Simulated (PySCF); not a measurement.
Start geometry of `C(=N\[H])/C[NH3+]` from GFN2-xTB (Å):
```
atom  x, y, z in Å
N1     1.2842    0.7625    0.3368
C2     1.0447   -0.4413    0.0747
C3    -0.4103   -0.7338   -0.2014
N4    -1.0970    0.5678   -0.0649
H5     2.2279    1.0673    0.5382
H6     1.7498   -1.2643    0.0279
H7    -0.5225   -1.1548   -1.2028
H8    -0.7843   -1.4720    0.5113
H9    -0.1763    1.1672    0.1877
H10   -1.7801    0.6019    0.6923
H11   -1.5307    0.9023   -0.9258
```

Task: What comes out of this run: PBE0-D3(BJ)/def2-SVP geometry optimisation, gas phase (PySCF)?

Result: 
```
atom  x, y, z in Å
N1     1.501    1.009    0.434
C2     1.246   -0.198    0.172
C3    -0.210   -0.510   -0.106
N4    -0.922    0.783    0.027
H5     2.476    1.247    0.626
H6     1.973   -1.022    0.129
H7    -0.340   -0.927   -1.115
H8    -0.601   -1.248    0.611
H9    -0.082    1.437    0.276
H10   -1.617    0.801    0.779
H11   -1.373    1.101   -0.836
```

The energy falls by 0.77 kcal/mol over 8 energy and gradient evaluations, the largest force component goes from 0.0088 to 2.1e-04 Eh/bohr, and the atoms move by 0.045 Å rms after alignment. The bond that changes most is N4–H9 (ammonium nitrogen to N–H hydrogen), which shortens by 0.034 Å. Bonds longer at the end by more than 0.005 Å: 5 of 10; shorter: 1. Among the angles that change most is C3–N4–H9, from 96.3° to 99.9°. Rotational constants go from 14996, 6933, 5020 to 15037, 6723, 4915 MHz. The orientation of the end geometry is arbitrary; only internal coordinates are fixed.

The run used 91 basis functions and 53 SCF cycles in all. Hardware: an x86-64 server with one thread (shared host). Cost: 16 s.

Stationary, but not proved a minimum.

One conformer stands for the species.
